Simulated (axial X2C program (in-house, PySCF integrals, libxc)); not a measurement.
**Ionising AlB**

Computed with an in-house all-electron X2C program for linear molecules (integrals from PySCF), spin-free (one-electron X2C) or two-component (2c: spin–orbit coupling with atomic mean-field Coulomb and Gaunt terms, which also bring small scalar terms), in Dyall basis sets with cores contracted in-house; open shells are unrestricted.

Basis sets: Al dyall-v3z, B dyall-v3z.

```
Hamiltonian  level       AlB state  Re (Å)  ωe (cm⁻¹)  De (eV)
  spin-free     HF  M_S = 1, Λ = 0   1.996      652.6     1.21
  spin-free   PBE0  M_S = 1, Λ = 0   2.027      614.6     2.11
         2c   PBE0           Ω = 1   2.028      614.5     2.11
```

Adiabatic ionisation energy (minimum to minimum, no zero-point term) and constants of AlB⁺:

| Hamiltonian | level | AlB⁺ state | IE (eV) | Re (Å) | ωe (cm⁻¹) | De (eV) | fragments |
| --- | --- | --- | --- | --- | --- | --- | --- |
| spin-free | HF | M_S = 1/2, Λ = 0 | 6.20 | 2.842 | 219.7 | 0.60 | Al+ + B |
| spin-free | PBE0 | M_S = 1/2, Λ = 0 | 7.24 | 2.748 | 239.9 | 0.96 | Al+ + B |
| 2c | PBE0 | Ω = 1/2 | 7.24 | 2.749 | 239.9 | 0.96 | Al+ + B |

Problem. Add the zero-point terms to the ionisation energy at PBE0, 2c, and say whether the electron removed was bonding.

Solution. IE0 = IE + (ωe⁺ − ωe)/2 = 7.24 + (-0.023) = 7.22 eV. Re changes by 0.721 Å, but the two determinants differ by more than one electron in one block, so no single orbital tells the change.

Problem. Close the cycle De(AlB⁺) + IE(AlB) = De(AlB) + IE(Al) to find the atomic ionisation energy at PBE0, 2c.

Solution. IE(Al) = 0.96 + 7.24 − 2.11 = 6.09 eV, for the determinants used.

Each entry is the lowest single determinant of a limited PBE0 search at one distance. De goes to single-determinant-based atoms at the same level (for ions the charge split of lowest energy) and is withheld (n/a) where an atom does not fit its ground term or J level. Main or longest-lived isotopes. One determinant is a doubtful description, or other states lie close, for AlB; these need not be ground states, and all values refer to the states named. Some open-shell Ω = 0 determinants are out of reach, so the Ω given for AlB need not be the lowest component. With several unpaired electrons the Ω given is that of one determinant, not necessarily of the lowest component. Some light 2c atoms are not at their ground J level, so De misses part of their lowering (0.04 eV or less). The functionals have no current term, which raises determinants with orbital currents.
